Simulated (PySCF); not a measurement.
How good is the calculation?

Bonds (- single, = double, # triple, : aromatic): C1=C2 1.333 Å, C2-C3 1.417 Å, C3#C4 1.205 Å, C4-C5 1.448 Å. C1 carries H6, H7; C2 carries H8; C5 carries H9, H10, H11. H6 is cis to C3; H7 is trans to C3.

Measured values that the calculation should reproduce: δ 1H H8 5.62; H6 5.39; H7 5.24 ppm (measured; solution, not stated per compound (mostly CDCl3 or CCl4); Pretsch, Buehlmann, Badertscher, Structure Determination of Organic Compounds, 4th ed. (2009)). Coupling constants: 3J(H8,H7) (cis) 11.1 Hz, 3J(H8,H6) (trans) 17.0 Hz, 2J(H6,H7) 2.3 Hz.

Computed data (PySCF 2.14): J couplings at B3LYP/pcJ-2 (without the spin–dipole term), σ from GIAO-B97-2/pcSseg-2, coordinates at the PBE0-D3(BJ)/def2-TZVP level. No relativistic terms, isolated molecule, fast rotation and ring inversion assumed for equivalent nuclei, single conformer.

Task: Set the calculated values beside the experiment.

Result: 
Reference values: measured (solution, not stated per compound (mostly CDCl3 or CCl4); Pretsch, Buehlmann, Badertscher, Structure Determination of Organic Compounds, 4th ed. (2009)).
```json
{"atoms": "H8", "quantity": "δ 1H", "reference": "5.62", "computed": "6.11", "computed, scaled": "5.88"}
{"atoms": "H6", "quantity": "δ 1H", "reference": "5.39", "computed": "5.82", "computed, scaled": "5.61"}
{"atoms": "H7", "quantity": "δ 1H", "reference": "5.24", "computed": "5.62", "computed, scaled": "5.42"}
```

Computed shifts are σ(ref) − σ with the named reference compound (TMS for H and C) calculated as an isolated molecule at the same level. The measured values may be among those fitted. Expected solution values come from regression of measured δ (H and C: mostly CDCl3, vs TMS) on computed σ: 1H: δ = 29.89 − 0.940σ (rms 0.14 ppm, 403 shifts, 0.16 ppm with the 5 outliers that the fit left out). A few per cent of atoms miss by over 2 rms, more outside the fitted compound classes.

Coupling constants in Hz:
| coupling | reference | computed | source |
| --- | --- | --- | --- |
| 3J(H8,H7) cis | 11.1 | 13.4 | measured; solution (compiled); Pretsch, Buehlmann, Badertscher, Structure Determination of Organic Compounds, 4th ed., Springer 2009 |
| 3J(H8,H6) trans | 17.0 | 19.1 | measured; solution (compiled); Pretsch, Buehlmann, Badertscher, Structure Determination of Organic Compounds, 4th ed., Springer 2009 |
| 2J(H6,H7) | 2.3 | 3.1 | measured; solution (compiled); Pretsch, Buehlmann, Badertscher, Structure Determination of Organic Compounds, 4th ed., Springer 2009 |

Task: How far are the unscaled 1H shifts from the references?

Result: Mean signed difference +0.43 ppm, mean absolute 0.43 ppm over 3 comparisons; the largest is +0.49 ppm at H8 (hydrogen on an alkene CH).
